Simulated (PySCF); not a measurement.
cyclobutane (C4H8), SMILES C1CCC1. Atoms are numbered in the order given.

```xyz
12

C      0.7599     0.7599     0.1286
C      0.7599    -0.7599    -0.1286
C     -0.7599    -0.7599     0.1286
C     -0.7599     0.7599    -0.1286
H      0.9900     0.9900     1.1808
H      1.3945     1.3945    -0.5089
H      0.9900    -0.9900    -1.1808
H      1.3945    -1.3945     0.5089
H     -1.3945    -1.3945    -0.5089
H     -0.9900    -0.9900     1.1808
H     -0.9900     0.9900    -1.1808
H     -1.3945     1.3945     0.5089
```

Geometry: PBE0-D3(BJ)/def2-SVP.

Two levels are set side by side: PBE/pcSseg-1 (PySCF) and PBE0/pcSseg-1 (PySCF). GIAO shifts against TMS (¹H), TMS (¹³C) at the same level; non-relativistic, no solvent, atoms listed together averaged. Differences are taken from unrounded values.

| quantity | PBE0 | PBE | PBE minus PBE0 |
|---|---|---|---|
| δ(¹³C) of C1, C2, C3, C4 (ppm) | 26.5 | 28.1 | 1.6 |

Rough cost on one machine, each run with all the roots and properties that it gave: PBE0 against PBE within a factor of 2.
